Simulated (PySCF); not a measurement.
## NaH⁺: one state, many levels of theory

State: ²Σ⁺ (doublet), unpaired electrons σ ↑. Set-up: basis Na pcseg-2, H pcseg-2; no relativity; PySCF 2.14. De refers to Na⁺ + H in their ground configurations, without counterpoise correction. The functionals are run spin-unrestricted. A positive dipole points towards H; it is taken about the centre of mass and depends on that origin.

```json
{"Level": "UHF", "Re (Å)": "2.621", "ωe (cm⁻¹)": "314", "De (eV)": "0.057", "μ (D)": "-0.14"}
{"Level": "UHF-MP2", "Re (Å)": "2.559", "ωe (cm⁻¹)": "355", "De (eV)": "0.069", "μ (D)": "n/a"}
{"Level": "UHF-SCS-MP2", "Re (Å)": "2.564", "ωe (cm⁻¹)": "352", "De (eV)": "0.068", "μ (D)": "n/a"}
{"Level": "UHF-CCSD", "Re (Å)": "2.554", "ωe (cm⁻¹)": "359", "De (eV)": "0.070", "μ (D)": "n/a"}
{"Level": "UHF-CCSD(T)", "Re (Å)": "2.552", "ωe (cm⁻¹)": "360", "De (eV)": "0.071", "μ (D)": "n/a"}
{"Level": "PBE", "Re (Å)": "2.593", "ωe (cm⁻¹)": "343", "De (eV)": "0.093", "μ (D)": "0.02"}
{"Level": "PBEsol", "Re (Å)": "2.575", "ωe (cm⁻¹)": "349", "De (eV)": "0.096", "μ (D)": "0.04"}
{"Level": "BLYP", "Re (Å)": "2.569", "ωe (cm⁻¹)": "349", "De (eV)": "0.093", "μ (D)": "0.04"}
{"Level": "BP86", "Re (Å)": "2.608", "ωe (cm⁻¹)": "323", "De (eV)": "0.070", "μ (D)": "-0.01"}
{"Level": "r²SCAN", "Re (Å)": "2.552", "ωe (cm⁻¹)": "352", "De (eV)": "0.083", "μ (D)": "-0.03"}
{"Level": "PBE0", "Re (Å)": "2.582", "ωe (cm⁻¹)": "341", "De (eV)": "0.083", "μ (D)": "-0.03"}
{"Level": "LC-ωPBE", "Re (Å)": "2.594", "ωe (cm⁻¹)": "334", "De (eV)": "0.071", "μ (D)": "-0.06"}
```

The bond length runs from 2.552 Å (UHF-CCSD(T)) to 2.621 Å (UHF). De spans 0.06 eV (UHF, mean field) to 0.10 eV (PBEsol, GGA). Correlation at CCSD(T) changes the Hartree–Fock bond energy by +0.01 eV; the triples alone change it by +0.00 eV.

Correlated steps freeze 1 core orbital. The bond is weak. Basis-set superposition, not corrected here, can be much of De in a small basis, most of all at correlated wavefunction levels. For an ion De counts to the pair picked by the measured ionisation energies or electron affinities, which need not be the lowest pair at this level. The state was picked by a PBE0 search and need not be the measured ground state.

The whole job (state search and all levels along the bond) took about 0.62 min on 1 thread of Arm Neoverse N1 (shared host), peak memory 0.37 GiB.
